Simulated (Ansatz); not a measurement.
Compounds of Si with 4 ligands, in which CH3 is traded for H. Quantity: electronic atomisation energy to ground-state atoms, in kcal/mol. Geometries: B3LYP-D3(BJ)/def2-TZVP minima from Ansatz (a program for electronic structure). Valence correlation only, unless marked. UHF or UKS for open shells. No spin-orbit coupling. No relativistic terms. CBS(X,Y): correlation extrapolated as X^-3; Hartree-Fock from the larger set. [CCSD(T)-MP2]/basis is that difference in the basis named. The first level has limits of its own: it lacks core correlation, which all-electron functionals hold.

```json
[
 {"n(H)": "0", "species (SMILES)": "C[Si](C)(C)C", "RI-MP2/CBS(cc-pV(T+d)Z,cc-pV(Q+d)Z)+[CCSD(T)-MP2]/cc-pV(T+d)Z (Ansatz)": "1543.4", "PBE/def2-TZVPD (Ansatz)": "1545.7", "wB97X-V/def2-TZVPD (Ansatz)": "1543.3"},
 {"n(H)": "1", "species (SMILES)": "C[SiH](C)C", "RI-MP2/CBS(cc-pV(T+d)Z,cc-pV(Q+d)Z)+[CCSD(T)-MP2]/cc-pV(T+d)Z (Ansatz)": "1238.6", "PBE/def2-TZVPD (Ansatz)": "1237.7", "wB97X-V/def2-TZVPD (Ansatz)": "1238.8"},
 {"n(H)": "2", "species (SMILES)": "C[SiH2]C", "RI-MP2/CBS(cc-pV(T+d)Z,cc-pV(Q+d)Z)+[CCSD(T)-MP2]/cc-pV(T+d)Z (Ansatz)": "934.0", "PBE/def2-TZVPD (Ansatz)": "929.6", "wB97X-V/def2-TZVPD (Ansatz)": "934.4"},
 {"n(H)": "3", "species (SMILES)": "C[SiH3]", "RI-MP2/CBS(cc-pV(T+d)Z,cc-pV(Q+d)Z)+[CCSD(T)-MP2]/cc-pV(T+d)Z (Ansatz)": "?", "PBE/def2-TZVPD (Ansatz)": "?", "wB97X-V/def2-TZVPD (Ansatz)": "?"},
 {"n(H)": "4", "species (SMILES)": "[SiH4] (SiH4)", "RI-MP2/CBS(cc-pV(T+d)Z,cc-pV(Q+d)Z)+[CCSD(T)-MP2]/cc-pV(T+d)Z (Ansatz)": "325.9", "PBE/def2-TZVPD (Ansatz)": "313.5", "wB97X-V/def2-TZVPD (Ansatz)": "326.6"}
]
```

Fit a straight line through the known rows at each level by least squares, predict the withheld row (n(H) = 3), and compare with the run.


- The known rows have mean n(H) = 1.75 and Σ(n(H) - mean)² = 8.75.
- RI-MP2/CBS(cc-pV(T+d)Z,cc-pV(Q+d)Z)+[CCSD(T)-MP2]/cc-pV(T+d)Z: mean 1010.475, Σ(n(H) - mean)(y - mean) = -2663.125, slope -304.357 kcal/mol a step; the line gives 1010.475 + (-304.357)×(3 - 1.75) = 630.0; the run gives 629.7, -0.3 from the line, whose largest residual on the known rows is 0.4.
- PBE/def2-TZVPD: mean 1006.625, Σ(n(H) - mean)(y - mean) = -2695.475, slope -308.054 kcal/mol a step; the line gives 1006.625 + (-308.054)×(3 - 1.75) = 621.6; the run gives 621.5, -0.1 from the line, whose largest residual on the known rows is 0.0.
- wB97X-V/def2-TZVPD: mean 1010.775, Σ(n(H) - mean)(y - mean) = -2661.425, slope -304.163 kcal/mol a step; the line gives 1010.775 + (-304.163)×(3 - 1.75) = 630.6; the run gives 630.3, -0.3 from the line, whose largest residual on the known rows is 0.3.
- PBE minus the first level along the series: +2.3, -0.9, -4.4, -8.2, -12.4 kcal/mol.
